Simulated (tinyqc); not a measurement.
Orbital energy against energy difference: ionisation energy by orbital energies and by energy differences in the 6-31g basis, for BH3, spin multiplicity 1. Computed by the program tinyqc with PySCF. 

Geometry (angstrom):
```
atom        x        y       z
B      0.0000   0.0000  0.0060
H      1.1550   0.0000  0.0000
H     -0.5770   1.0000  0.0000
H     -0.5770  -1.0000  0.0000
```

CCSD(T) difference in the same basis = 12.9715 eV

IP-EOM-CCSD = 12.9794 eV

The cation is unrestricted; errors are against CCSD(T) in this basis, not against experiment.

First vertical ionisation energy (eV):
```
method     -e(HOMO)  E(cation) - E  error of -e(HOMO)  error of the difference
HF           13.652       12.65890              0.680                   -0.313
LDA           8.391       13.15707             -4.580                    0.186
PBE           8.415       13.06133             -4.556                    0.090
B3LYP         9.705       13.30264             -3.267                    0.331
PBE0          9.946       13.24055             -3.026                    0.269
CAM-B3LYP    11.429       13.34381             -1.543                    0.372
LC-wPBE      12.947       13.42876             -0.024                    0.457
```

Koopmans errs by +0.68 eV and Delta-HF by -0.31 eV: relaxation, 0.99 eV, lowers the value and the missing correlation difference works against it. The PBE level is off by -4.6 eV through the wrong tail of its potential, though its energy difference is off by +0.09 eV; exact exchange deepens the level, and among the orbital energies LC-wPBE comes closest; among the differences PBE does.
